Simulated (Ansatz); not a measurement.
Process, species as SMILES: [B](F)F → B atom + 2 F atom
B3LYP-D3(BJ)/def2-TZVP geometries, fixed; electronic energies without zero-point terms.
Largest species:
```
B
F 1 1.3102
F 1 1.3102 2 121.32
```
Charge 0, spin multiplicity 2.

How fast the atomisation energy converges with the basis for several methods (Ansatz, a quantum-chemistry and plane-wave program): deviation from each method's own reference, in kcal/mol. References: B2PLYP 299.31 kcal/mol, the value in aug-pcseg-3; CCSD(T) 295.38 kcal/mol, Hartree-Fock in cc-pVQZ plus the correlation part extrapolated as X^-3 from cc-pVTZ and cc-pVQZ; HF 229.21 kcal/mol, the value in def2-QZVPPD; MP2 315.39 kcal/mol, Hartree-Fock in cc-pVQZ plus the correlation part extrapolated as X^-3 from cc-pVTZ and cc-pVQZ; PBE 310.59 kcal/mol, the value in aug-pcseg-3; PBE0 298.98 kcal/mol, the value in aug-pcseg-3. Cartesian d functions, on some or all atoms, in 6-31G**, 6-31+G*; all else is spherical. In correlated methods cores are frozen. Open shells are unrestricted. No added dispersion term, no relativity. 

```tsv
basis	functions	B2PLYP	CCSD(T)	HF	MP2	PBE	PBE0
pcseg-0	27	-28.67	-46.77	-27.07	-51.84	-13.23	-19.14
cc-pVDZ	42	-15.68	-30.55	-16.91	-30.60	-5.46	-9.78
6-31G**	45	-3.29	-14.06	-1.85	-15.00	4.24	1.23
6-31+G*	57	-9.75	-18.49	-5.07	-18.82	-5.92	-5.99
6-311++G(2d,2p)	81	-5.92	-14.93	-3.10	-13.41	-2.52	-2.90
cc-pVTZ	90	-1.62	-7.53	-0.78	-7.19	1.43	0.16
def2-TZVPP	93	-2.55	-7.95	-0.87	-7.40	-0.20	-0.82
jun-cc-pV(T+d)Z	117	-2.95	-7.93	-0.98	-7.32	-1.28	-1.42
aug-cc-pVTZ	138	-2.47	-6.72	-0.65	-6.07	-1.07	-1.16
def2-QZVPP	171	-0.98	-3.19	-0.01	-2.99	-0.38	-0.50
pcseg-3	180	-0.14	-1.53	0.89	-0.99	-0.05	-0.04
def2-QZVPPD	195	-1.02	-3.21	0.00	-2.96	-0.50	-0.54
```

Mean absolute deviation over 6-311++G(2d,2p), cc-pVTZ, def2-TZVPP, jun-cc-pV(T+d)Z, aug-cc-pVTZ: HF 1.28, PBE0 1.29, PBE 1.30, B2PLYP 3.10, MP2 8.28, CCSD(T) 9.01 kcal/mol.
